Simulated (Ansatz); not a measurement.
A nudged elastic band was laid between two geometries of CH$_{6}$Si (8 atoms, charge 0, multiplicity 1).

These are results of RKS B3LYP-D4/def2-SVP (Ansatz), not measurements.

| Quantity | Value |
| --- | --- |
| movable images | 9 |
| climbing image | yes |
| spring | 5.0 eV/Å² |
| optimiser | quadratic models (default) |
| start path | through a guess of the saddle point |
| force threshold | 0.03 eV/Å |
| iteration limit | 60 |
| end points | relaxed |

First end point:

```xyz
8
Properties=species:S:1:pos:R:3
Si 0.170 -0.023 0.339
H -0.251 -0.294 1.746
C 2.051 0.026 0.205
H 2.490 -0.936 0.514
H 2.366 0.228 -0.831
H 2.469 0.815 0.849
H -0.422 1.282 -0.084
H -0.393 -1.097 -0.533
```

Last end point:

```xyz
8
Properties=species:S:1:pos:R:3
Si -0.866 -0.021 0.420
H 1.148 -0.100 1.164
C 2.095 -0.023 0.574
H 2.555 -1.020 0.557
H 1.913 0.330 -0.448
H 2.730 0.694 1.113
H -0.575 1.170 -0.497
H -0.519 -1.029 -0.679
```

Which bonds break or form, and what moves?

Bonds broken: Si1–H2, Si1–C3. Bonds formed: H2–C3. CH6Si becomes CH4 + H2Si.

Give the energies along the band, and the barrier.

The forces met the threshold. The highest image is number 5 of 0 to 10, 3.07 eV above the first end and 0.92 eV above the last; the last end lies 2.15 eV above the first. A vibrational analysis at the climbing image gives one clearly imaginary mode, 1207i cm⁻¹: a first-order saddle point. The orbitals stay closed-shell, which can raise the energy where a bond breaks towards radicals; this wasn't checked here.

```tsv
image	path coordinate (Å)	energy (eV)	Si1–H2 (Å)	Si1–C3 (Å)	H2–C3 (Å)
0	0.00	0.00	1.49	1.89	2.79
1	0.30	0.08	1.49	1.87	2.59
2	0.61	0.48	1.48	1.86	2.32
3	0.91	1.38	1.45	1.94	2.04
4	1.22	2.57	1.45	2.12	1.80
5	1.52	3.07	1.52	2.32	1.57
6	1.76	2.79	1.62	2.41	1.33
7	2.01	2.36	1.76	2.56	1.17
8	2.25	2.19	1.93	2.74	1.13
9	2.49	2.15	2.09	2.90	1.12
10	2.73	2.15	2.15	2.97	1.12
```

What is the geometry of the highest image?


```xyz
8
Properties=species:S:1:pos:R:3
Si -0.376 -0.046 0.397
H 0.755 -0.174 1.398
C 1.943 -0.004 0.388
H 2.359 -0.999 0.586
H 2.056 0.273 -0.665
H 2.390 0.758 1.040
H -0.358 1.291 -0.276
H -0.288 -1.098 -0.664
```

What are the harmonic wavenumbers there?

1207i, 99, 403, 518, 643, 767, 795, 981, 992, 1162, 1426, 1441, 2161, 2199, 2203, 3068, 3192, 3208 cm⁻¹.

The band took 17 iterations and about 4 core-minutes.

Run time: 3.8 min on 1 thread of Arm Neoverse V1, on a shared host, peak memory 0.11 GiB.
